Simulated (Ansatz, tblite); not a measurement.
# AlCl3: a ladder of methods and basis sets

Aim: run the singlet of AlCl3 at one geometry on many levels, and compare frontier levels, spin and run time.

Program: Ansatz 0.2.0, Gaussian basis. Level of theory: as each input shows. These are calculated values, not measurements.

Plan: GFN1-xTB, GFN2-xTB, PBE-D4/def2-TZVP, r2SCAN-D4/def2-TZVP, ωB97M-V/def2-TZVP, B2PLYP/def2-TZVP, HF/def2-TZVP, r2SCANh-D4/def2-TZVP, r2SCAN0-D4/def2-TZVP, B97M-V/def2-TZVP, LDA/def2-TZVP, PBE-D4/def2-SVP, PBE0-D4/def2-SVP, HF/STO-3G, PBE0-D4/def2-TZVPD, PBE-D4/def2-TZVPD, r2SCAN-D4/def2-TZVPD, CCSD(T)/def2-TZVPP, MP2/def2-TZVP, RPA/def2-TZVP.

### Step 1. The relaxed structure

The singlet was relaxed beforehand with PBE-D4/def2-TZVP.

4 atoms, charge 0, spin multiplicity 1.

Bond lengths: Al1–Cl2 2.084 Å, Al1–Cl3 2.084 Å, Al1–Cl4 2.084 Å. Angles: Cl2–Al1–Cl3 120.0°, Cl2–Al1–Cl4 120.0°, Cl3–Al1–Cl4 120.0°.

PBE0-D4/def2-TZVP was run before; its log isn't repeated, and its numbers join the tables.

### Step 2. GFN1-xTB

Tight binding, by tblite at 300 K electronic temperature and without a spin-polarisation term:

```python
tblite.interface.Calculator('GFN1-xTB', numbers, positions, charge=0, uhf=0).singlepoint()
```

Energy -388.3932 eV, HOMO -13.10 eV, LUMO -8.06 eV; 0.004 s.

### Step 3. GFN2-xTB

Tight binding, by tblite at 300 K electronic temperature and without a spin-polarisation term:

```python
tblite.interface.Calculator('GFN2-xTB', numbers, positions, charge=0, uhf=0).singlepoint()
```

Energy -406.0792 eV, HOMO -12.06 eV, LUMO -7.79 eV; 0.003 s.

### Step 4. PBE-D4/def2-TZVP

start.molden holds the orbitals of an earlier run on this state, given as this run's starting guess.

Input file in.yaml:

```yaml
crystal:
  periodic: [false, false, false]
  atoms:
    - {symbol: Al, position_ang: [-0.000016, -0.000010, 0.000006]}
    - {symbol: Cl, position_ang: [2.084253, -0.027714, 0.013160]}
    - {symbol: Cl, position_ang: [-1.018042, 1.818900, -0.017330]}
    - {symbol: Cl, position_ang: [-1.066195, -1.791186, 0.004164]}
basis:
  gaussian: {orbitals: def2-TZVP, initial_orbitals: start.molden}
hamiltonian: {xc: pbe, dispersion: d4}
scf: {omitted_lower_state_checks: [starts]}
output: {orbitals: {seedname: orbitals}}
```

Launch:

```bash
ansatz run in.yaml --threads 4 --pin off --events-out ev --progress --plain --max-ram 3916MiB
```

Further steps of the session: r2SCAN-D4/def2-TZVP; ωB97M-V/def2-TZVP; B2PLYP/def2-TZVP; HF/def2-TZVP; r2SCANh-D4/def2-TZVP; r2SCAN0-D4/def2-TZVP; B97M-V/def2-TZVP; LDA/def2-TZVP; PBE-D4/def2-SVP; PBE0-D4/def2-SVP; HF/STO-3G; PBE0-D4/def2-TZVPD; PBE-D4/def2-TZVPD; r2SCAN-D4/def2-TZVPD; CCSD(T)/def2-TZVPP; MP2/def2-TZVP; RPA/def2-TZVP.

Before running them: what should the planned runs give, taken together? Wanted: gap in def2-TZVP, named functionals and Hartree-Fock, smallest and largest; correlation energy, CCSD(T)/def2-TZVPP; correlation energy, MP2/def2-TZVP; binding an atom, CCSD(T)/def2-TZVPP; PBE0 total energy, smallest basis above largest.

As calculated:

| quantity | value |
| --- | --- |
| gap in def2-TZVP, named functionals and Hartree-Fock, smallest and largest | 5.56 eV (LDA), 14.43 eV (HF) |
| correlation energy, CCSD(T)/def2-TZVPP | -19.16 eV |
| correlation energy, MP2/def2-TZVP | -16.77 eV |
| binding an atom, CCSD(T)/def2-TZVPP | 3.246 eV |
| PBE0 total energy, smallest basis above largest | 15.31 eV (def2-SVP, def2-TZVPD) |

What this shows: Over the named functionals and Hartree-Fock in def2-TZVP the gap runs from 5.56 eV (LDA) to 14.43 eV (HF); exact exchange widens it. A small miss in a minimal or small basis is a cancelling of errors, not accuracy. The functionals in def2-TZVP miss CCSD(T)/def2-TZVPP by +0.021 (B2PLYP) to +0.482 eV (LDA) an atom. CCSD(T)/def2-TZVPP isn't at the basis-set limit; small misses against it rank nothing.
